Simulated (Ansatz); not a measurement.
Results of PBEsol+SOC in Ansatz (PAW) for 1T (CdI2-type) HfTe2.

Settings: plane-wave cutoff 520 eV, 18×18×8 k mesh (along the axes of the cell as run), Fermi–Dirac smearing 0.05 eV, PAW data made under PBE.

Properties against volume:

Shape and atoms are relaxed at each volume.

```csv
V (Å³/atom),P (GPa),c (Å),a (Å)
27.525,1.33,6.499,3.830
28.099,0.60,6.559,3.852
28.672,0.00,6.625,3.872
29.246,-0.47,6.701,3.888
29.819,-0.81,6.783,3.902
```

Note: the cell comes from a level without a dispersion term, which matters for the spacing of layers, chains or molecules; the relaxation could not lower the start's symmetry, so the cell can be a saddle point above a distorted one; the bulk modulus comes from volumes at which shape and atoms were relaxed.

Ansatz is a first-principles code.
